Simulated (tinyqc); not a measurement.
Geometry optimisation on the UHF/sto-3g surface (energies and gradients from PySCF), for LiH+, spin multiplicity 2, step by step. One step of it, computed by the program tinyqc.

Question. Step 1: move. Quasi-Newton step p = -H^(-1) g (first H = 0.6 times the unit matrix); steps longer than 0.3 bohr are cut back.

positions at the start (bohr):
```
            x         y         z
1Li  0.000000  0.000000  0.000000
2H   0.000000  0.000000  2.709867
```

gradient (hartree/bohr):
```
              x           y            z
1Li  0.00000000  0.00000000   0.05552740
2H   0.00000000  0.00000000  -0.05552740
```

Give: positions after step 1.

Answer.

positions after step 1 (bohr):
```
         x      y       z
1Li  0.000  0.000  -0.093
2H   0.000  0.000   2.802
```
